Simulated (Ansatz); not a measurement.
Working through a composite energy at a relaxed geometry of C2H2S, SMILES C1=CS1

With Ansatz's Python interface.

At the Python prompt:
```pycon
>>> import itertools
>>> import ansatz as az
>>> from ase.data import atomic_numbers, covalent_radii
>>> import numpy as np
>>> GEOMETRY = """
... C    -0.43960   -0.48110   -0.11940
... C     0.35880    0.53110    0.05230
... S     0.91310   -0.95760    0.59840
... H    -1.36850   -0.72990   -0.49910
... H     0.58610    1.56390   -0.07370
... """
>>> molecule = az.Crystal.molecule()
>>> for line in GEOMETRY.strip().splitlines():
...     symbol, *xyz = line.split()
...     molecule = molecule.atom(symbol, [float(v) for v in xyz])
...
>>> calc = (
...     molecule.calculation()
...     .basis(gaussian="def2-SVP")
...     .functional("PBE0", dispersion="d4")
... )
>>> symbols = [site.symbol for site in molecule.cartesian_sites]
>>> start = np.array([site.position_ang for site in molecule.cartesian_sites], dtype=float)
>>> summary = calc.relax(force_tolerance=0.01).run(threads=1, backend="cpu").report
>>> end = np.array(summary["positions_ang"])
>>> # pairs closer than 1.2 times the sum of covalent radii, before or after
>>> radius = [covalent_radii[atomic_numbers[s]] for s in symbols]
>>> span = lambda where, i, j: np.linalg.norm(where[i] - where[j])
>>> bonded = [(i, j) for i, j in itertools.combinations(range(len(symbols)), 2) if min(span(start, i, j), span(end, i, j)) < 1.2 * (radius[i] + radius[j])]
>>> print("pair        before    after (A)")
pair        before    after (A)
>>> for i, j in bonded:
...     print(f"{symbols[i]}{i}-{symbols[j]}{j}".ljust(10), f"{span(start, i, j):8.4f} {span(end, i, j):8.4f}")
...
C0-C1        1.3006   1.2820
C0-S2        1.6038   1.8434
C0-H3        1.0339   1.0858
C1-S2        1.6798   1.8436
C1-H4        1.0650   1.0858
>>> minimum = az.Crystal.molecule()
>>> for symbol, place in zip(symbols, end):
...     minimum = minimum.atom(symbol, place.tolist())
...
>>> at_minimum = minimum.calculation()
>>> # MP2 extrapolated to the basis limit, plus the small-basis difference CCSD(T) - MP2
>>> level = lambda method, basis: at_minimum.basis(gaussian=basis).correlation(method).run(threads=1, backend="cpu").report
>>> small, large, cluster = level("mp2", "cc-pVDZ"), level("mp2", "cc-pVTZ"), level("ccsd_t", "cc-pVDZ")
>>> corr = lambda each: (each["free_energy_ev"] - each["reference_energy_ev"]) / 27.211386246
>>> mp2_limit = (27 * corr(large) - 8 * corr(small)) / 19
>>> pieces = {"HF / cc-pVTZ": large["reference_energy_ev"] / 27.211386246, "MP2 correlation, DZ-TZ limit": mp2_limit, "CCSD(T) - MP2 / cc-pVDZ": corr(cluster) - corr(small)}
>>> for name, value in pieces.items():
...     print(f"{name:32s} {value:14.6f} Ha")
...
HF / cc-pVTZ                        -474.361447 Ha
MP2 correlation, DZ-TZ limit          -0.527406 Ha
CCSD(T) - MP2 / cc-pVDZ               -0.043193 Ha
>>> print(f"{'sum':32s} {sum(pieces.values()):14.6f} Ha")
sum                                 -474.932046 Ha
>>> print("T1 diagnostic", round(cluster["correlation"]["coupled_cluster"]["t1_diagnostic"], 4))
T1 diagnostic 0.0111
```

What to keep in mind:
- Total energies depend on the basis set; only differences at equal settings carry meaning.
- The sum leaves out core correlation, relativity, the Hartree-Fock basis error and zero-point energy; a DZ-TZ extrapolation is rough.
- Inner cores stay frozen, so this is valence correlation.
- For Al to Cl the sets with a tight d function, cc-pV(X+d)Z, are usual.
- An extrapolation from small basis sets is rough.
- Run time: 12 s on 1 thread of Arm Neoverse V1 (shared host), peak memory 0.25 GiB.
